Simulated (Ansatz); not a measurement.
## Equilibrium of BH3(NH3) ⇌ BH2(NH2) + H2 at process temperatures

Gas-phase species: BH3(NH3), singlet; BH2(NH2), singlet; H2 (hydrogen), singlet. This is a balance of energies; it says nothing on the path, which may need atoms to shift.

The electronic reaction energy at CCSD(T)/CBS estimate is +0.7 kJ/mol. Shapes: PBE0-D4/def2-TZVP. Programs: Ansatz 0.2.0. Enthalpy and entropy come from rigid-rotor, harmonic-oscillator sums on unscaled PBE0-D4/def2-TZVP wavenumbers, ideal gases at 1 bar. Symmetry numbers: BH3(NH3) 3, BH2(NH2) 2, H2 2. R = 8.3145 J/(mol K).

| T (K) | ΔH (kJ/mol) | ΔS (J/(mol K)) |
| --- | --- | --- |
| 400 | -21.6 | +124.5 |
| 600 | -19.5 | +129.0 |
| 800 | ? | ? |

**Question.** Work out ln K at 400 and 600 K, and from these estimate it at 800 K.

**Answer.** 
1. 400 K: ΔG = -21.6 − 400 × (+124.5)/1000 = -71.4 kJ/mol; ln K = −ΔG/RT = +21.47.
2. 600 K: ΔG = -19.5 − 600 × (+129.0)/1000 = -96.9 kJ/mol; ln K = −ΔG/RT = +19.42.
3. Slope against 1000/T: (+19.42 − (+21.47))/(1.6667 − 2.5000) = +2.46, that is −ΔH/R with ΔH near -20 kJ/mol.
4. 800 K: ln K = +21.47 + (+2.46) × (1.2500 − 2.5000) = +18.39.

The full sums give ΔH = -18.6 kJ/mol, ΔS = +130.3 J/(mol K), ΔG = -122.8 kJ/mol and ln K = +18.46 at 800 K, so the line is off by -0.07 in ln K; without rounding the miss is -0.08, from the change of ΔH with temperature. The products are favoured over this whole range. The number of molecules rises, which sets the sign of ΔS, and lower pressure favours the products. An error of 10 kJ/mol in the energy moves ln K by 1.5 at 800 K. Other reactions of these species are left aside. The CBS estimate extrapolates MP2 from def2-TZVPP and def2-QZVPP and adds CCSD(T) − MP2 in the triple-zeta set, cores frozen; for H2 it overshoots the exact energy by about 1 mEh.
